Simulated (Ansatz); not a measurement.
Match the barriers

Saddle point of CH9NSi, singlet (CH₆Si ([CH3][SiH3]) + NH₃ → SiNH₅ ([NH2][SiH3]) + CH₄; bonds formed: Si1–N7, C2–H6; bonds broken: Si1–C2, H6–N7), PBE0-D4/def2-TZVP structure:

```
12
angstrom
Si -0.9939 0.0330 -0.4490
C 0.7431 -1.0781 0.6791
H -1.9620 0.9418 -1.1879
H -1.7701 -0.2423 0.7842
H -0.7713 -1.0121 -1.4778
H 0.8166 0.4251 0.2378
N 0.3358 1.3470 -0.2889
H 1.0253 -0.8696 1.7205
H 1.6463 -1.4036 0.1455
H 0.0841 -1.9495 0.7178
H 0.7528 1.6566 -1.1602
H 0.0933 2.1519 0.2790
```

Ansatz 0.2.0; basis: def2-TZVPP, with def2-QZVPP for the basis limit; cores frozen in the correlated methods. Extrapolation: Hartree–Fock as exp(−7.88 √X), correlation as X^−2.97. Four methods, as single points on the PBE0-D4 structures, gave these electronic barriers from the start structure: 39.04, 49.93, 53.36, 69.90 kcal/mol.

(1) The methods were, in alphabetical order, HF, MP2, r2SCAN-D4, SPW92. Which gave which? (Judge from chemistry; the calculation decides.)

The T1 diagnostic stays at or below 0.011.

Results:

(1) The calculation gives: SPW92 39.04; r2SCAN-D4 49.93; MP2 53.36; HF 69.90 kcal/mol. For comparison, CCSD(T) at an estimated basis limit (MP2 extrapolated from triple and quadruple zeta, plus CCSD(T) − MP2 in triple zeta) gives 54.75 kcal/mol.

Labels in which every atom is bracketed show which atoms are joined, not bond orders.

For scale, one of the runs: CCSD(T)/def2-TZVPP, 230 basis functions (an equivalent command: `ansatz run in.yaml --threads 4`). The run took 65 s on 4 CPU threads (shared host), with 3.9 GiB of host memory at its peak.
